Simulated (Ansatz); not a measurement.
C3H6F (`C[CH]CF`) radical, 10 atoms. The species carries charge 0 and has multiplicity 2. All runs use 4 threads of a server CPU on a shared host. Correlated methods freeze the cores. Open-shell runs search over several starts.

(1) How many basis functions does each run have, and how long does it take in Ansatz? UKS PBE0-D4/def2-QZVPP energy; UKS PBE0-D4/def2-TZVP relaxation (9 steps); UKS CAM-B3LYP-D4/def2-TZVPP energy; UKS PBE0-D4/def2-TZVP frequencies; UKS r2SCAN-D4/def2-TZVPP energy and forces; UKS ωB97X-V/def2-TZVPP energy; UKS ωB97M-V/def2-SVP energy; UHF-MP2/def2-QZVPP energy; UKS B97M-V/def2-TZVPP energy; UHF-CCSD(T)/def2-SVP energy; direct RPA on PBE orbitals/def2-TZVPP energy; UKS PBE0-D4/def2-SVP energy. (Best estimate.)

Results:

(1) The calculation gave: Other jobs shared the machine, so times are rough.

```tsv
level	job	functions	wall time	peak host memory (GiB)
UKS PBE0-D4/def2-SVP	energy	86	0.5 s	0.2
UKS ωB97M-V/def2-SVP	energy	86	1.6 s	0.36
UKS CAM-B3LYP-D4/def2-TZVPP	energy	208	1.8 s	0.58
direct RPA on PBE orbitals/def2-TZVPP	energy	208	2.1 s	0.51
UKS r2SCAN-D4/def2-TZVPP	energy and forces	208	2.2 s	0.32
UKS B97M-V/def2-TZVPP	energy	208	3.3 s	0.41
UKS ωB97X-V/def2-TZVPP	energy	208	3.5 s	0.67
UHF-CCSD(T)/def2-SVP	energy	86	3.6 s	0.65
UKS PBE0-D4/def2-QZVPP	energy	408	4 s	1.4
UHF-MP2/def2-QZVPP	energy	408	9 s	2.1
UKS PBE0-D4/def2-TZVP	relaxation (9 steps)	160	12 s	0.4
UKS PBE0-D4/def2-TZVP	frequencies	160	46 s	0.38
```
